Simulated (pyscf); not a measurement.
This saddle point was located with ωB97X-D3(BJ)/def2-SVP in PySCF.

```xyz
12

F     -0.5685    -0.9014     1.4443
Si    -1.5156    -0.8207     0.0767
F     -1.3464    -2.1321    -0.9018
O     -2.1487     0.8809     0.1721
H     -2.8096    -1.3132     0.6338
H     -2.0958     1.2905    -0.7024
H      0.5632     1.2297     0.3150
F     -0.2379    -0.0771    -0.8317
H     -0.9755     1.5054     0.8347
N      0.0921     1.6281     1.1438
H      0.4021     2.5692     1.3820
H      0.2343     0.9516     1.9016
```

Surface: singlet, charge 0. Lowest wavenumbers (cm⁻¹): 180i, 77, 131, 142, 252.

Problem. Which two sides does it connect, and which bonds change?

Solution. HO–SiH(F)–F + HF + NH₃ ⇌ F–SiH(F)–F + H₂O + NH₃, a multi-bond step read from left to right: O–Si, F–H, H–N broken and F–Si, H–O, H–N formed. At ωB97M-D3(BJ)/def2-TZVP it lies -31.3 kJ/mol from the left side and +3.5 kJ/mol from the right (each side as separated species at their lowest minima found). On the reactant side the descent ends in a bound adduct (not fully relaxed), 105.1 kJ/mol under the separated species and 74.2 kJ/mol under the saddle at ωB97X-D3(BJ)/def2-TZVP. On the product side the descent ends in an adduct with a O–Si contact, 68.6 kJ/mol under the separated species and 71.1 kJ/mol under the saddle at ωB97X-D3(BJ)/def2-TZVP. At ωB97M-D3(BJ) the saddle lies under the separated reactants, which points to a path from their complex (located at ωB97X-D3(BJ) alone). What is counted as broken (O–Si) persists as a longer contact in the product adduct; parting that adduct is a step of its own. One saddle was located; it need not be the lowest between these sides.
